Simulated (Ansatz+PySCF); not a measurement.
Values are calculated unless marked as measured or tabulated.
## PySCF 2.14.0 run

```python
from pyscf import gto, scf, mp

# the (T+d) and (D+d) sets load through basis_set_exchange
mol = gto.M(atom="""
C -0.008780 1.364440 -0.517940
S 0.002720 -0.009470 0.662560
C -0.001870 -1.363230 -0.522920
H 0.004730 2.290310 0.063370
H 0.897090 1.354070 -1.144880
H -0.881790 1.347390 -1.144810
H -0.002110 -2.289280 0.063660
H -0.897290 -1.345330 -1.152840
H 0.893340 -1.335830 -1.144730
""", basis={'C': 'cc-pvtz', 'H': 'cc-pvtz', 'S': 'cc-pv(t+d)z'}, charge=1, spin=1)
mf = scf.UHF(mol)
mf.kernel()
pt = mp.MP2(mf, frozen=7).run()
print(mf.e_tot, pt.e_corr, pt.e_tot)
```

The script is written out from the run's settings.

The run gave:

| Property | Result |
| --- | --- |
| Converged | yes |
| Reference energy | -476.52474 hartree |
| Correlation energy | -0.49676 hartree |
| Total energy | -477.02150 hartree |
| Spin squared of the determinant | 0.768 |

Messages of the program:
```
WARN: HOMO -0.249021332778973 >= LUMO -0.249021332778973
WARN: HOMO -0.249021332778973 >= LUMO -0.249021332778973
```
